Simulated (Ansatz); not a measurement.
Scan of BH4, doublet

Starting geometry (PBE0/def2-TZVP stationary point for this spin, not checked as a minimum):

```xyz
5

B     0.0000    0.0000    0.0000
H     0.4147    0.8125    0.8107
H    -0.4243   -0.8077    0.8105
H    -0.4128    0.8086   -0.8154
H     0.4225   -0.8134   -0.8057
```

From there H5 moves along the line of the two atoms named below, all else staying in place; atoms are numbered as listed. Energies are in eV, counted from the starting geometry at the same level.

Basis 6-31G; Ansatz 0.2.0. Correlated methods freeze the noble-gas cores. Prefix R: restricted or restricted open-shell reference; prefix U: unrestricted. Active spaces: valence = (7e, 8o) chosen from the atoms' valence shells.

Runs in a small pair space aren't shown, since their orbitals change along the scan.

Full CI is exact within this basis and frozen core; it isn't the basis-set limit. The frozen core follows each run's orbitals, which can shift R against U totals by a few meV.

```json
{"distance B1-H5 (Å)": "0.997", "full CI": "0.844", "unpaired electrons (full CI)": "1.02", "error UMP2": "-0.033", "error RCCSDT": "0.000", "error UCCSDTQ": "0.000", "error CASSCF (valence space)": "0.029", "error NEVPT2 (valence space)": "0.013", "error MRCISD (valence space)": "0.002"}
{"distance B1-H5 (Å)": "1.081", "full CI": "0.297", "unpaired electrons (full CI)": "1.02", "error UMP2": "-0.022", "error RCCSDT": "0.000", "error UCCSDTQ": "0.000", "error CASSCF (valence space)": "0.022", "error NEVPT2 (valence space)": "0.009", "error MRCISD (valence space)": "0.001"}
{"distance B1-H5 (Å)": "1.220", "full CI": "0.000", "unpaired electrons (full CI)": "1.03", "error UMP2": "0.000", "error RCCSDT": "0.000", "error UCCSDTQ": "0.000", "error CASSCF (valence space)": "0.000", "error NEVPT2 (valence space)": "0.000", "error MRCISD (valence space)": "0.000"}
{"distance B1-H5 (Å)": "1.349", "full CI": "0.090", "unpaired electrons (full CI)": "1.03", "error UMP2": "0.031", "error RCCSDT": "0.000", "error UCCSDTQ": "0.000", "error CASSCF (valence space)": "-0.028", "error NEVPT2 (valence space)": "-0.009", "error MRCISD (valence space)": "-0.001"}
{"distance B1-H5 (Å)": "1.470", "full CI": "0.311", "unpaired electrons (full CI)": "1.03", "error UMP2": "0.070", "error RCCSDT": "0.000", "error UCCSDTQ": "0.000", "error CASSCF (valence space)": "-0.057", "error NEVPT2 (valence space)": "-0.017", "error MRCISD (valence space)": "-0.002"}
{"distance B1-H5 (Å)": "1.692", "full CI": "0.766", "unpaired electrons (full CI)": "1.04", "error UMP2": "0.069", "error RCCSDT": "0.000", "error UCCSDTQ": "0.000", "error CASSCF (valence space)": "-0.114", "error NEVPT2 (valence space)": "-0.030", "error MRCISD (valence space)": "-0.004"}
{"distance B1-H5 (Å)": "1.927", "full CI": "1.080", "unpaired electrons (full CI)": "1.04", "error UMP2": "-0.034", "error RCCSDT": "0.000", "error UCCSDTQ": "0.000", "error CASSCF (valence space)": "-0.169", "error NEVPT2 (valence space)": "-0.043", "error MRCISD (valence space)": "-0.007"}
{"distance B1-H5 (Å)": "2.286", "full CI": "1.228", "unpaired electrons (full CI)": "1.03", "error UMP2": "-0.116", "error RCCSDT": "-0.001", "error UCCSDTQ": "0.000", "error CASSCF (valence space)": "-0.218", "error NEVPT2 (valence space)": "-0.056", "error MRCISD (valence space)": "-0.011"}
{"distance B1-H5 (Å)": "2.669", "full CI": "1.242", "unpaired electrons (full CI)": "1.02", "error UMP2": "-0.133", "error RCCSDT": "-0.001", "error UCCSDTQ": "0.000", "error CASSCF (valence space)": "-0.240", "error NEVPT2 (valence space)": "-0.062", "error MRCISD (valence space)": "-0.013"}
{"distance B1-H5 (Å)": "3.318", "full CI": "1.238", "unpaired electrons (full CI)": "1.02", "error UMP2": "-0.135", "error RCCSDT": "-0.001", "error UCCSDTQ": "0.000", "error CASSCF (valence space)": "-0.248", "error NEVPT2 (valence space)": "-0.064", "error MRCISD (valence space)": "-0.014"}
{"distance B1-H5 (Å)": "4.208", "full CI": "1.240", "unpaired electrons (full CI)": "1.02", "error UMP2": "-0.135", "error RCCSDT": "-0.001", "error UCCSDTQ": "0.000", "error CASSCF (valence space)": "-0.250", "error NEVPT2 (valence space)": "-0.065", "error MRCISD (valence space)": "-0.014"}
```

Unpaired electrons are Σ n²(2−n)² over natural occupations. Errors are those of relative energies. In total energy the starting point itself misses full CI by: UMP2 0.695, RCCSDT 0.001, UCCSDTQ 0.000, CASSCF (valence space) 0.846, NEVPT2 (valence space) 0.232, MRCISD (valence space) 0.024 eV.

Spread of the error over the points with a reference, to 4.208 Å (largest less smallest): UCCSDTQ 0.000, RCCSDT 0.001, MRCISD (valence space) 0.016, NEVPT2 (valence space) 0.077, UMP2 0.205, CASSCF (valence space) 0.279 eV.

Going outwards, the relative energy of UMP2 first misses by more than 0.043 eV (1 kcal/mol) at 1.470 Å.

CASSCF lacks dynamic correlation, of which the bound molecule has more, so its curve rises 0.250 eV too little out to 4.208 Å.
